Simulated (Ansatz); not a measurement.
Ansatz (an electronic-structure program) input (wB97M-V/def2-TZVPP): A basis named .json is the Basis Set Exchange file of that set (core-valence sets with the plain set on hydrogen).

Ansatz 0.2 input:
```yaml
crystal:
  periodic: [false, false, false]
  atoms:
    - {symbol: O, position_ang: [0.05868076, 0.71529811, -0.05163121]}
    - {symbol: O, position_ang: [0.04226471, -0.60960507, -0.00105923]}
    - {symbol: H, position_ang: [-0.80756382, -0.84554439, 0.42152350]}
basis:
  gaussian:
    orbitals: def2-TZVPP
    fitting: {mean_field: cc-pVTZ-JKFIT.json}
hamiltonian:
  xc: {name: wB97M-V}
magnetization: {spin_polarized: true, initial_magnetization: 1}
```

Output:

```
Functional definition: wB97M-V
integrals: 0.01 GiB planned
188 factors; integrals over basis functions are off by at most 7.2e-1 eV
integrals: 0.05 GiB planned
188 factors; integrals over basis functions are off by at most 5.2e-7 eV
mean field: 0.24 GiB planned
mean field evaluation 1: about -4106.0090 eV, gradient 1.7e1 eV
mean field evaluation 2: about -4106.6268 eV, gradient 1.2e1 eV
mean field evaluation 4: about -4107.0391 eV, gradient 1.6e0 eV
mean field evaluation 8: about -4107.0567 eV, gradient 6.9e-2 eV
mean field evaluation 16: about -4107.0567 eV, gradient 8.9e-5 eV
mean field -4107.05673352 eV, -150.9315510939 hartree, gradient 3.2e-5 eV, S^2 0.753343; 1 other end points of the search recorded, 0 dependent functions left out
reference -4107.05675369 eV, -150.9315518350 hartree; 9, 8 occupied and 67, 68 virtual orbitals, 188 factors
Total energy: -4107.05675369 eV, -150.9315518350 hartree
```
